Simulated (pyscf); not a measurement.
Optimised with ωB97X-D3(BJ)/def2-SVP in PySCF.

SMILES: CC1=CCC1
```xyz
13

C      0.2628    -1.5077    -1.1119
C     -0.4113    -0.1847    -0.9644
C     -0.7917     0.7914    -1.8055
C     -1.3646     1.6745    -0.7111
C     -0.9236     0.5405     0.2710
H      0.4960    -1.7214    -2.1659
H     -0.3769    -2.3192    -0.7257
H      1.2028    -1.5356    -0.5351
H     -0.7181     0.9125    -2.8910
H     -0.8573     2.6418    -0.5576
H     -2.4525     1.8510    -0.7544
H     -0.1523     0.8320     1.0041
H     -1.7485     0.0403     0.8064
```
Charge 0, spin multiplicity 1.

**Question.** What is the homolytic dissociation enthalpy (298 K, ωB97M-D3(BJ)/def2-TZVP) of the C–C bond of cyclic C₅H₈ (SMILES CC1=CCC1), to CH₃• + cyclic C₄H₅ (SMILES [C]1=CCC1) [doublet]?

**Answer.** C–C to CH₃• + cyclic C₄H₅ (SMILES [C]1=CCC1) [doublet]: 105.6 kcal/mol. The 7 functionals that were run give +96.7 (r²SCAN) to +105.8 kcal/mol (ωB97X-D3(BJ)). The radicals are drawn with the spin at the cut bond; how far it spreads was not checked. cyclic C₅H₈ (SMILES CC1=CCC1) lies 20.8 kcal/mol over its isomer cyclic C₅H₈ (SMILES C1=CCCC1), and others may lie lower still (electronic energy, ωB97M-D3(BJ)). cyclic C₄H₅ (SMILES [C]1=CCC1) [doublet] lies 20.7 kcal/mol over its isomer •HC=C=CH–CH₃, and others may lie lower still (electronic energy, ωB97M-D3(BJ)).
